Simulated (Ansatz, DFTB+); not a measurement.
Strength of the C–S bond: CH3O2S → CH3 + SO2

Species: CH3O2S `C[S](=O)=O`, doublet; CH3 (methyl radical) `[CH3]`, doublet; SO2 (sulfur dioxide) `O=S=O`, singlet. 

Shapes, held fixed at every level: PBE0-D4/def2-TZVP. Programs: Ansatz 0.2.0, DFTB+ 25.1. The zero-point and thermal change to 298 K, harmonic and unscaled (PBE0-D4/def2-TZVP), is -16.2 kJ/mol.

```tsv
level	kind	ΔH(298 K) (kJ/mol)	less CCSD(T)/CBS estimate
DFTB2	semi-empirical	+160.9	+93.5
HF/def2-SVP	Hartree–Fock	+25.2	-42.2
PBE-D4/def2-TZVPP	GGA	+98.1	+30.7
B3LYP-D4/def2-TZVPP	global hybrid	+78.7	+11.3
r2SCAN0-D4/def2-TZVPP	global hybrid	+94.2	+26.8
B2PLYP/def2-TZVPP	double hybrid	+65.3	-2.1
CCSD(T)/def2-SVP	coupled cluster or CI	+32.4	-35.0
CCSD(T)/def2-TZVPP	coupled cluster or CI	+61.2	-6.2
CCSD(T)/CBS estimate	coupled cluster or CI	+67.4	0.0
```

The highest level, CCSD(T)/CBS estimate, gives ΔH(298 K) = +67.4 kJ/mol; the levels span +25.2 to +160.9. DFTB2 strays far from the other rows. A fragment pairs its electrons up again, so this isn't a typical strength of such a bond. The column of differences is taken from that level and isn't an error. No measured value is set beside it here. Open shells run unrestricted. The CBS estimate extrapolates MP2 from def2-TZVPP and def2-QZVPP and adds CCSD(T) − MP2 in the triple-zeta set, cores frozen.
